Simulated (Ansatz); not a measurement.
# S2O (Disulfur monoxide) at 6 levels

Wanted: a comparison of 6 runs (HF/STO-3G, BLYP/STO-3G, CAM-B3LYP/STO-3G, PBE/STO-3G, UPBE0/STO-3G, revPBE/STO-3G) of S2O (Disulfur monoxide). 

The results are computed with Ansatz 0.2.0.

54 further runs of the same task are left out: 21 that didn't finish, 33 set aside as unsound or not needed.

**1. The structure to begin with**

S2O has 3 atoms, charge 0, and is taken as a singlet. As SMILES, `O=S=S`. The S3–S2 distance was set to 4.700 Å, away from the relaxed value. At this shape a bond of the SMILES string is far longer than usual.

Bond lengths: O1–S2 1.453 Å.

**2. A single-point energy at HF/STO-3G (run 1)**

Input file in.yaml:

```yaml
crystal:
  periodic: [false, false, false]
  atoms:
    - {symbol: O, position_ang: [2.716400, 2.393510, 1.679735]}
    - {symbol: S, position_ang: [2.793890, 0.983980, 1.335505]}
    - {symbol: S, position_ang: [-0.980740, -0.998510, -0.642110]}
basis:
  gaussian:
    orbitals: STO-3G
hamiltonian:
  xc: hf
accuracy: high
```

Launch:

```console
ansatz run in.yaml --threads 1 --pin off --max-ram 3480MiB --events-out events.jsonl --progress --plain --runs-dir runs
```

Log:

```text
Warning: RAYON_NUM_THREADS=1 ignored (pool sized by the plan → 1); use --threads N
Functional definition: HF
  name "HF"
  exchange = exact_x
  correlation = 0
359 factors; integrals over basis functions are off by at most 3.1e-8 eV
mean field evaluation 1: about -23361.7712 eV, gradient 1.4e1 eV
mean field evaluation 2: about -23361.7774 eV, gradient 1.4e1 eV
mean field evaluation 4: about -23354.3421 eV, gradient 5.8e1 eV
mean field evaluation 8: about -23399.4108 eV, gradient 1.1e0 eV
mean field evaluation 16: about -23399.4087 eV, gradient 1.2e-3 eV
mean field evaluation 32: about -23399.4087 eV, gradient 2.4e-3 eV
mean field evaluation 64: about -23399.4094 eV, gradient 2.3e-3 eV
mean field evaluation 96: about -23399.4007 eV, gradient 2.5e-2 eV
mean field evaluation 128: about -23399.4086 eV, gradient 5.6e-3 eV
mean field evaluation 160: about -23399.4114 eV, gradient 6.3e-3 eV
mean field evaluation 192: about -23399.4071 eV, gradient 5.4e-2 eV
mean field evaluation 224: about -23399.3968 eV, gradient 1.8e-2 eV
mean field evaluation 256: about -23385.6485 eV, gradient 2.9e1 eV
mean field -23399.41084843 eV, -859.9124879894 hartree, gradient 2.6e-8 eV, S^2 0.000000; 15 other end points of the search recorded, 0 dependent functions left out
reference -23399.41084843 eV, -859.9124879894 hartree; 20, 20 occupied and 3, 3 virtual orbitals, 359 factors
Total energy: -23399.41084843 eV, -859.9124879894 hartree
```

Run time: 0.73 s. Hardware: 1 thread of Arm Neoverse V1, shared host.

**3. The energy at BLYP/STO-3G (run 2)**

Input file molecule.yaml:

```yaml
basis:
  gaussian: {orbitals: STO-3G}
crystal:
  periodic: [false, false, false]
  atoms:
    - {symbol: O, position_ang: [2.716400, 2.393510, 1.679735]}
    - {symbol: S, position_ang: [2.793890, 0.983980, 1.335505]}
    - {symbol: S, position_ang: [-0.980740, -0.998510, -0.642110]}
total_charge: 0
magnetization: {spin_polarized: false}
hamiltonian: {xc: {name: BLYP}}
accuracy: high
```

Launch:

```console
ansatz run molecule.yaml --threads 1 --pin off --max-ram 3480MiB --events-out events.jsonl --progress --plain --runs-dir runs
```

Log (excerpt; [...] marks lines left out):

```text
Warning: RAYON_NUM_THREADS=1 ignored (pool sized by the plan → 1); use --threads N
Functional definition: BLYP
  name "BLYP"
[...]
359 factors; integrals over basis functions are off by at most 3.1e-8 eV
[...]
mean field -23439.01779129 eV, -861.3680162931 hartree, gradient 9.9e-9 eV, S^2 0.000000; 4 other end points of the search recorded, 0 dependent functions left out
reference -23439.01782995 eV, -861.3680177139 hartree; 20, 20 occupied and 3, 3 virtual orbitals, 359 factors
Total energy: -23439.01782995 eV, -861.3680177139 hartree
```

It took 7.8 s on 1 thread of Arm Neoverse V1, shared host; peak memory 0.092 GiB.

Runs 3 to 5 aren't shown in full; the table further down has their settings and results.

**4. The energy at revPBE/STO-3G (run 6)**

Input file molecule.yaml:

```yaml
basis:
  gaussian: {orbitals: STO-3G}
crystal:
  periodic: [false, false, false]
  atoms:
    - symbol: O
      position_ang: [2.716400, 2.393510, 1.679735]
    - symbol: S
      position_ang: [2.793890, 0.983980, 1.335505]
    - symbol: S
      position_ang: [-0.980740, -0.998510, -0.642110]
magnetization: {spin_polarized: false}
hamiltonian: {xc: {name: revPBE}}
accuracy: high
```

Launch:

```console
ansatz run molecule.yaml --threads 1 --pin off --max-ram 3480MiB --events-out events.jsonl --progress --plain --runs-dir runs
```

Log (excerpt; [...] marks lines left out):

```text
Warning: RAYON_NUM_THREADS=1 ignored (pool sized by the plan → 1); use --threads N
Functional definition: revPBE
  name "revPBE"
[...]
359 factors; integrals over basis functions are off by at most 3.1e-8 eV
[...]
mean field -23437.21806671 eV, -861.3018776347 hartree, gradient 1.9e-8 eV, S^2 0.000000; 5 other end points of the search recorded, 0 dependent functions left out
reference -23437.21806867 eV, -861.3018777065 hartree; 20, 20 occupied and 3, 3 virtual orbitals, 359 factors
Total energy: -23437.21806867 eV, -861.3018777065 hartree
```

Run time: 9.6 s. Hardware: 1 thread of Arm Neoverse V1, shared host; peak memory 0.093 GiB.

**5. Overview of the runs**

```csv
run,level,energy (Eh),wall time
1,HF/STO-3G,-859.912488,0.73 s
2,BLYP/STO-3G,-861.368018,7.8 s
3,CAM-B3LYP/STO-3G,-861.355526,19 s
4,PBE/STO-3G,-861.017543,15 s
5,UPBE0/STO-3G,-861.227979,21 s
6,revPBE/STO-3G,-861.301878,9.6 s
```

**6. Outcome**

| quantity | value |
| --- | --- |
| run 6: total energy | -861.30188 Eh |

Totals of different functionals can't be ranked against each other. In runs 1, 2, 3, 4, 5, 6 the basis is minimal, so the values are rough. In runs 1, 2, 3, 4, 6 a closed-shell determinant meets a far-stretched bond, which it describes badly. Spin contamination of the reference: run 5 ⟨S²⟩ = 2.00. Where it is this large, the reference is a mixture of spin states, and values that rest on it are in doubt. All runs together took 73 s, the longest 21 s.
